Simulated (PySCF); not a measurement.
Species: C6H6.
Atom-mapped SMILES: `[CH2:1]=[C:2]1[CH:3]=[CH:4][CH:5]=[CH:6]1` (hydrogens: H7, H8 on C1; H9 on C3; H10 on C4; H11 on C5; H12 on C6)

Method: PySCF 2.14.0, PBE0/def2-SVP geometry optimisation, gas phase.

(1) List the bond lengths, angles and torsions at this level.

## Answers

(1) 
| bond | length (Å) |
| --- | --- |
| C1=C2 | 1.345 |
| C2–C3, C2–C6 | 1.470 |
| C3=C4, C5=C6 | 1.354 |
| C4–C5 | 1.470 |
| C1–H7, C1–H8 | 1.094 |
| C3–H9, C6–H12 | 1.090 |
| C4–H10, C5–H11 | 1.091 |

Bonds in one row agree within 0.01 Å and their mean is given. A selection of angles:
| angle | degrees |
| --- | --- |
| C2–C1–H7 | 121.3 |
| H7–C1–H8 | 117.4 |
| C1–C2–C3 | 126.8 |
| C3–C2–C6 | 106.4 |
| C2–C3–C4 | 107.7 |
| C2–C3–H9 | 124.7 |
| C4–C3–H9 | 127.6 |
| C3–C4–C5 | 109.0 |
| C3–C4–H10 | 126.3 |
| C5–C4–H10 | 124.6 |

Dihedral angles: C1–C2–C3–C4 180° (antiperiplanar); C2–C3–C4–C5 0° (synperiplanar); C3–C4–C5–C6 0° (synperiplanar); C4–C5–C6–C2 0° (synperiplanar); C1–C2–C6–C5 180° (antiperiplanar).

The 6 heavy atoms lie in one plane (0.000 Å rms). The C–C distances run from 1.345 Å (C1=C2, drawn double) to 1.470 Å (C2–C3, drawn single), a spread of 0.125 Å. The 5-membered ring C2–C3–C4–C5–C6 has internal angles of 106.4° to 109.1°; it is planar, 0.00 Å rms from its mean plane, widest ring torsion 0°.

Point group: C2v (tolerance 0.08 Å). Whether it is a minimum is left open (no frequencies).
